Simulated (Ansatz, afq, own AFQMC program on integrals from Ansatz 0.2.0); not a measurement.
# Atomization energy of Si₂H₂, singlet, worked out

```tsv
atom	x (Å)	y (Å)	z (Å)
Si	0.0000	0.0641	1.0054
Si	0.0000	-0.0046	-1.0948
H	0.0000	-0.3818	2.4302
H	0.0000	-1.2748	0.0623
```

Connectivity, by distances: SiH–Si, 1 bridging H.

Basis cc-pVDZ. Only valence electrons are correlated. Integrals, coupled cluster, full CI and functionals: Ansatz 0.2.0; the random walks run on the same integrals in our own AFQMC program. ph-AFQMC/CISD is guided by a CISD state made of CCSD amplitudes; releasing the constraint for a short imaginary time cuts its bias at the price of noise, slowly where states lie close. ± is one standard error of the sampling.

Total energies in eV. CBS is CCSD(T) at the limit of def2-TZVPP/QZVPP (extrapolated itself); the highest rung of each member is named.

Cautions: Si₂H₂ (singlet): higher spins were not checked, restricted determinant unstable towards unrestricted (UHF 56 meV lower, ⟨S²⟩ 0.34), its ph-AFQMC/CISD value lies 38 ± 16 meV above CCSDT(Q).

```
        member  count  CCSD(T)/cc-pVDZ  highest rung in cc-pVDZ     which  CCSD(T)/CBS
  Si (triplet)     +2       -7861.7800               -7861.7922       FCI   -7862.5000
   H (doublet)     +2         -13.5861                 -13.5861       FCI     -13.6059
Si₂H₂, singlet     -1      -15759.2224              -15759.2845  CCSDT(Q)  -15761.9146
```

Task: Work out the best estimate of the atomization energy: the CCSD(T)/CBS difference plus the step from CCSD(T) to the highest rung.

Result: Sums with the counts: CCSD(T)/CBS 9.7028 eV, highest rung 8.5279 eV, CCSD(T)/cc-pVDZ 8.4902 eV. The step is 8.5279 − 8.4902 = 0.0377 eV, so the best estimate is 9.7028 + (0.0377) = 9.7405 eV = 939.8 kJ/mol. The basis set is worth 1.213 eV of it. Zero-point, core-correlation and spin–orbit terms aren't in it. Past Ne the Hartree–Fock part of each CBS total tends to overshoot, since the cores don't follow the formula; that largely cancels in the difference.

Best estimates are given only where the step beyond CCSD(T) is under 0.3 eV and no member's determinant is very poor (T1 over 0.05, or 0.07 for open shells, ⟨S²⟩ too high by 0.3, two states mixed), so the hardest cases are missing from such tables.

CCSDT and higher add their correlation energy to the determinant of the CCSD(T) run, since their own runs factorise the integrals more tightly (a shift of under 2 meV). Each member of a difference takes its own highest rung, so a best estimate needn't equal the limit plus the step of one row.
